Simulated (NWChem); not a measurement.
Species: propene (C$_{3}$H$_{6}$); SMILES C=CC

All runs: NWChem. Pople sets run with spherical d functions. Level B3LYP/6-31G*: optimisations from one semi-empirical or force-field start; each run changes one setting, and all end within 0.3 mHa of each other.

| setting | optimisation steps |
|---|---|
| redundant internal coordinates, default thresholds | 4 |
| trust radius 0.05 | 4 |
| no line search | 4 |
| tight thresholds | 6 |
